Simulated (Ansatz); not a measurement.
# SiH2O: a reaction path by the nudged elastic band

Aim: the minimum-energy path between two given structures and its highest point. Both ends were relaxed at PBE0-D4 in triple zeta.

Computed with Ansatz 0.2.0, Gaussian basis. Level: PBE0-D4/def2-SVP.

10 further runs of the same task are left out: 10 set aside as unsound or not needed.

## Step 1: Starting geometry

The first end: 4 atoms, charge 0, spin multiplicity 1.

Atoms are counted from 1 here; the program's logs count them from 0.

Bond lengths: H1–O2 0.961 Å, O2–Si3 1.657 Å, Si3–H4 1.532 Å. Angles: H1–O2–Si3 114.2°, O2–Si3–H4 94.4°.

Geometry (Å):

| atom | x (Å) | y (Å) | z (Å) |
| --- | --- | --- | --- |
| H1 | -1.44395 | 0.05728 | -0.56712 |
| O2 | -0.48799 | -0.03257 | -0.60379 |
| Si3 | 0.26168 | 0.08624 | 0.86954 |
| H4 | 1.67026 | -0.11085 | 0.30137 |

The second end:

```mol
H2OSi
  3D, bonds by distance, orders not assigned

  4  3  0  0  0  0  0  0  0  0999 V2000
   -1.1905    0.2083    0.8281 H   0  0
   -0.0673   -0.1861   -1.5401 O   0  0
   -0.0015   -0.0042   -0.0367 Si  0  0
    1.2594   -0.0179    0.7487 H   0  0
  1  3  8  0
  2  3  8  0
  3  4  8  0
M  END
```

## Step 2: The band at PBE0-D4/def2-SVP

neb/in.yaml reads:

```yaml
crystal:
  periodic: [false, false, false]
  atoms:
    - {symbol: H, position_ang: [-1.443946, 0.057281, -0.567118]}
    - {symbol: O, position_ang: [-0.487989, -0.032566, -0.603791]}
    - {symbol: Si, position_ang: [0.261676, 0.086239, 0.869538]}
    - {symbol: H, position_ang: [1.670258, -0.110854, 0.301371]}
basis:
  gaussian: {orbitals: def2-SVP}
hamiltonian: {xc: pbe0, dispersion: d4}
neb:
  images: 5
  climbing: true
  max_iterations: 40
  initial_path: idpp
  final_atoms:
    - {symbol: H, position_ang: [-1.190507, 0.208315, 0.828067]}
    - {symbol: O, position_ang: [-0.067323, -0.186100, -1.540060]}
    - {symbol: Si, position_ang: [-0.001524, -0.004213, -0.036711]}
    - {symbol: H, position_ang: [1.259354, -0.017902, 0.748704]}
```

Command:

```
$ ansatz run in.yaml --threads 2 --pin off --events-out ev --progress --plain --max-ram 4352MiB
```

What does the calculation give? Wanted: from earlier runs: barrier over the separately found saddle, CCSD(T)/def2-TZVPP.

**Answer**, as computed:

```
                                                                       quantity                                           value
                                                 PBE0-D4/def2-SVP, 7 iterations  highest 2.717 eV (image 3), last end +0.222 eV
from earlier runs: barrier over the separately found saddle, CCSD(T)/def2-TZVPP                                        2.657 eV
```

The highest image lies 2.717 eV above the first end, and it climbed, so it estimates the saddle. The ends are not quite minima at this level (largest force component 0.96 eV/Å), so the heights are unreliable: relaxing the first end would lower it and raise the barrier above it. The highest image is 0.060 eV above the CCSD(T) barrier in triple zeta, which comes from separate runs on the saddle.
